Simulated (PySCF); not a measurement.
**Working out the ionisation energy of Ne**

Ne [Ne] (1S) → Ne⁺ [He] 2s2 2p5 (2P). All numbers are calculated (PySCF 2.14, no relativity, point nucleus, in def2-SVP). Frozen: 1s2. Energies in hartree (1 hartree = 27.21139 eV):

```csv
part,Ne (lower),Ne⁺ (upper)
UHF,-128.376407,-127.648288
CCSD correlation,-0.187316,-0.140699
(T),-0.001033,-0.001056
```

Question: What does Hartree-Fock give?

Answer: (-127.648288) − (-128.376407) = 0.728119 hartree = 19.813 eV.

Question: What do CCSD and CCSD(T) give?

Answer: The CCSD correlation energies differ by 0.046617 hartree = 1.269 eV and the triples by -0.000023 hartree = -0.001 eV, so CCSD gives 21.082 eV and CCSD(T) 21.081 eV.

Measured between the centres of the two terms (NIST): 21.597 eV, so CCSD(T) (valence) is off by -0.516 eV.

A double-zeta basis recovers only part of the correlation energy.

What remains against the reference includes basis incompleteness, the frozen core and higher excitations.
